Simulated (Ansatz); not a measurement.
Basis-set extrapolation for C3H5ClF2, SMILES `FCC(Cl)CF` (PBE0-D4/def2-TZVP geometry, frozen core, the Gaussian-basis code of Ansatz). Multiplicity 1, RHF reference.

```tsv
	def2-TZVPP	def2-QZVPP
HF	-775.025221	-775.051896
MP2 correlation	-1.194366	-1.295654
CCSD(T) correlation	-1.282246	not run
```

Energies in hartree. Use E(X) = E(∞) + A·exp(−7.88·√X) for Hartree–Fock and E(X) = E(∞) + B·X^(−2.97) for correlation, with X = 3 and 4, and add CCSD(T) minus MP2 of the smaller set to the MP2 limit.

What is the CCSD(T) energy at the basis-set limit?

HF limit: -775.051896 + (-0.026675) × 0.13774 = -775.05557. MP2 limit: -1.295654 + (-0.101288) × 0.74074 = -1.37068. Higher-order term: -1.282246 − (-1.194366) = -0.08788. Total: -776.51413 hartree, 542.6 kJ/mol below CCSD(T)/def2-TZVPP.
